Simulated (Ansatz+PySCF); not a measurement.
# doublet CH₃O: levels of theory in one basis

```tsv
atom	x (Å)	y (Å)	z (Å)
C	-0.0125	-0.5855	0.0000
O	-0.0125	0.8006	0.0000
H	1.0708	-0.8729	0.0000
H	-0.4712	-1.0033	0.9033
H	-0.4712	-1.0033	-0.9033
```

Basis set: cc-pVTZ (spherical functions). Left uncorrelated: 2 orbitals. Correlation on ROHF uses semicanonical orbitals with singles. Charge 0, multiplicity 2.

Computed with Ansatz (development build ahead of 0.2.0) and PySCF 2.14.0; each method stands on the lowest determinant of its kind that the runs found.

```
  method  E − E(ROHF) (eV)  <S²> of the determinant
    ROHF              0.00                     0.75
     UHF             -0.15                     0.76
ROHF-MP2            -10.19                        –
 UHF-MP2            -10.18                     0.76
```

(1) What does ROHF-CCSD(T) give on the same scale?

Answers

(1) -11.28 eV.
